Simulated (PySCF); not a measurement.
## Core-level binding energies of `C=CC=C1C=C1`

Species: C₆H₆.
Z-matrix (Å and degrees, GFN2-xTB geometry), rows numbered from 1:
```
C 
C   1  1.3291
C   2  1.4451  1  124.20
C   3  1.3217  2  122.83  1   179.96
C   4  1.4475  3  153.09  2   179.91
C   5  1.3251  4   62.85  3  -179.93
H   1  1.0776  2  121.50  3     0.05
H   1  1.0761  2  122.04  3  -179.95
H   2  1.0829  1  120.06  3   179.96
H   3  1.0818  2  117.47  1    -0.03
H   5  1.0631  4  148.25  6   179.93
H   6  1.0634  4  148.60  5   179.99
```

Method used: PySCF 2.14.0, delta-SCF UKS SCAN, pcX-2 on the ionised atom, pcseg-1 elsewhere, spin-free X2C. Binding energies are ΔSCF values: E(core-ionised, relaxed orbitals) − E(ground state) at a fixed geometry, referred to the vacuum level.

Problem. Give the core binding energies atom by atom.

Solution. 
```json
{"atom(s)": "C4", "bonded to": "C (double bond) and 2 C", "level": "C 1s", "binding energy (eV)": "290.76", "above the level's lowest (eV)": "+1.86", "count": "1"}
{"atom(s)": "C2", "bonded to": "C (double bond), C and H", "level": "C 1s", "binding energy (eV)": "289.96", "above the level's lowest (eV)": "+1.06", "count": "1"}
{"atom(s)": "C3", "bonded to": "C (double bond), C and H", "level": "C 1s", "binding energy (eV)": "289.58", "above the level's lowest (eV)": "+0.68", "count": "1"}
{"atom(s)": "C1", "bonded to": "C (double bond) and 2 H", "level": "C 1s", "binding energy (eV)": "288.90", "above the level's lowest (eV)": "0.00", "count": "1"}
```

Lowest listed C 1s: C1, bonded to C (double bond) and 2 H. Highest, 1.86 eV above it: C4, bonded to C (double bond) and 2 C. Summing the Pauling electronegativity differences to the bonded atoms, each weighted by its formal bond order, gives -0.70 for the lowest site and 0.00 for the highest; no listed site has a larger sum than the highest.

Problem. What is the C 1s shift of C4 against C2?

Solution. 290.76 − 289.96 = +0.80 eV, or +77 kJ/mol.

Problem. What is the longest wavelength that can ionise C 1s of C1 vertically?

Solution. λ = hc/E = 12398.42 eV Å / 288.90 eV = 42.916 Å.

The list is incomplete; no value stands for C 1s of C5, C6 (hole states with ⟨S²⟩ of 1 or more are left out). The unrestricted hole states depart most from a pure doublet (⟨S²⟩ = 0.75; over 0.85 named) for C 1s of C2 (0.88) and C 1s of C4 (0.90), which makes these values less certain. Isolated species at its GFN2-xTB geometry (one conformer only).
